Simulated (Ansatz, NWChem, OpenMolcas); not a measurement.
## A ladder of methods for LiH (SMILES [LiH])

LiH: 2 atoms, total charge 0, spin state singlet. SMILES: `[LiH]`. Geometry: the measured bond length.

```jsonl
{"atom": "Li", "x (Å)": "0.0000", "y (Å)": "0.0000", "z (Å)": "0.0000"}
{"atom": "H", "x (Å)": "0.0000", "y (Å)": "0.0000", "z (Å)": "1.5957"}
```

Quantity: the vertical energy of the triplet above the singlet, in eV. The values are calculated.

```
                               level                    kind     program  value (eV)
                        BLYP/cc-pVTZ                     GGA      NWChem        3.32
                      revPBE/cc-pVTZ                     GGA      Ansatz        3.12
                       M06-L/cc-pVTZ                meta-GGA  OpenMolcas        3.50
                      r2SCAN/cc-pVTZ                meta-GGA  OpenMolcas        3.14
                        PBE0/cc-pVTZ           global hybrid  OpenMolcas        3.06
                   CAM-B3LYP/cc-pVTZ  range-separated hybrid      NWChem        3.34
                    PBE-QIDH/cc-pVTZ           double hybrid      Ansatz        3.06
                         MP3/cc-pVTZ     perturbation theory      NWChem        3.16
              SC-NEVPT2(2,5)/cc-pVTZ          multireference  OpenMolcas        3.16
FCI/def2-SVP, open shells restricted      exact in the basis  OpenMolcas        3.04
```

The values span 3.04 to 3.50 eV.
